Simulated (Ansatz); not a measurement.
Band structure of Ta

```
Ta
1.0
    -1.66045    1.66045    1.66045
     1.66045   -1.66045    1.66045
     1.66045    1.66045   -1.66045
Ta
1
Direct
  0.00000 0.00000 0.00000
```

The cell was built from the bcc type and relaxed in the same program, and has space group Im-3m; it needn't be a known or the stable phase.

Spin polarisation is left out, and whether a magnetic state lies lower isn't shown here.

Level of theory: Ansatz 0.2.0, DFT, PBE, all-electron LAPW, Dirac equation with spin-orbit coupling.

Numerical set-up: a Γ-centred 16×16×16 k mesh, Fermi–Dirac smearing of 0.08 eV, basis error target 1 meV/atom, no spin polarisation.

Points in fractions of the reciprocal vectors of this cell: Γ (0, 0, 0), H (0.5, -0.5, 0.5), N (0, 0, 0.5), P (0.25, 0.25, 0.25). The path joins them by straight lines in the order Γ–H–N–Γ–P–H–P–N; legs that retrace an earlier one aren't tabulated. Energies are in eV from the Fermi level.

Task: Is there a gap?

Result: none: bands cross the Fermi level, a metal.

Task: List the levels between -8 and 6 eV at the symmetry points.

Result: 
Γ: -7.80 (×2), 0.62 (×4), 1.04 (×2), 4.04 (×4)
H: -3.67 (×4)
N: -4.26 (×2), -1.47 (×2), 1.45 (×2), 3.86 (×2), 4.88 (×2)
P: -1.63 (×2), -1.01 (×4), 5.05 (×4)
